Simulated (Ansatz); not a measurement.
## How the Voigt–Reuss–Hill shear modulus of antiferromagnetic (type II) rock-salt NiO moves with the method

No measured value is used here.

```json
[
 {"level (code)": "LDA (Ansatz)", "value (GPa)": "76.2", "cell (Å³/atom)": "8.38"},
 {"level (code)": "PBE (Ansatz)", "value (GPa)": "[?]", "cell (Å³/atom)": "9.21"},
 {"level (code)": "PBEsol (Ansatz)", "value (GPa)": "76.3", "cell (Å³/atom)": "8.74"}
]
```

Problem. Fill in the missing entries.

Solution. 
- PBE (Ansatz, a quantum-chemistry and plane-wave program), value (GPa): 74.7

Spin-polarised runs: LDA (opposed moments), PBE (opposed moments), PBEsol (opposed moments). Each level is taken at its own relaxed cell. Ansatz's density-functional and Hartree–Fock values are scalar-relativistic unless marked +SOC, with PAW data made under PBE.
